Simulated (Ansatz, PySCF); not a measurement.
Stepwise substitution at one centre (Al F-OH). All species are isolated molecules in the gas phase. One relaxed conformer stands for each flexible species; it need not be the lowest. Strings in code marks are SMILES.

Quantity: redistribution energy (mixed species minus the weighted end members), in kcal/mol.

Level 1: PBE0-D3(BJ)/def2-TZVP (PySCF)
Level 2: PBE/6-31G* // PBE0-D3(BJ)/def2-TZVP (PySCF)
Level 3: SVWN5/6-31G* // PBE0-D3(BJ)/def2-TZVP (PySCF)
Level 4: HF/cc-pVTZ // PBE0-D3(BJ)/def2-TZVP (Ansatz, a quantum-chemistry and plane-wave program)

```csv
species,level 2,level 3,level 4
1 of 3 F replaced by OH: `[OH][Al]([F])[F]` (H–O–Al–F torsion 0°),-0.66,-0.67,-0.95
"2 of 3 F replaced by OH: `[OH][Al]([OH])[F]` (H–O–Al–F torsion 180°, F–Al–O–H torsion 0°)",-0.64,-0.63,-0.89
```

What does level 1 give for each?


- 1 of 3 F replaced by OH: `[OH][Al]([F])[F]` (H–O–Al–F torsion 0°): -0.78
- 2 of 3 F replaced by OH: `[OH][Al]([OH])[F]` (H–O–Al–F torsion 180°, F–Al–O–H torsion 0°): -0.74
